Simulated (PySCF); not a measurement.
Structure with atom numbers: `[CH2:1]=[CH:2][C:3]([F:4])([F:5])[F:6]`. Hydrogens are named by the atom that carries them. Ha(C1) is cis to C3; Hb(C1) is trans to C3.

GIAO shifts from PySCF on PBE0-D3(BJ)/def2-TZVP geometries (one conformer, non-relativistic, equivalent nuclei averaged), against TMS at the same level and in the same medium; PCM means IEF-PCM chloroform.

Measured (solution, not stated per compound (mostly CDCl3 or CCl4); Pretsch, Buehlmann, Badertscher, Structure Determination of Organic Compounds, 4th ed. (2009)): H(C2) 5.90, Hb(C1) 5.56, Ha(C1) 5.85 ppm.

Q: Which unscaled values do B97-2/pcSseg-2, gas; WP04/pcSseg-2, PCM; wB97X-D/pcSseg-2, PCM give, and how close are they?

A: 
| atoms | measured | B97-2/pcSseg-2, gas | WP04/pcSseg-2, PCM | wB97X-D/pcSseg-2, PCM |
| --- | --- | --- | --- | --- |
| H(C2) | 5.90 | 6.23 | 6.14 | 6.44 |
| Hb(C1) | 5.56 | 5.85 | 5.97 | 6.23 |
| Ha(C1) | 5.85 | 6.22 | 6.19 | 6.46 |

Mean absolute error for 1H: B97-2/pcSseg-2, gas 0.33, WP04/pcSseg-2, PCM 0.33, wB97X-D/pcSseg-2, PCM 0.61 ppm.
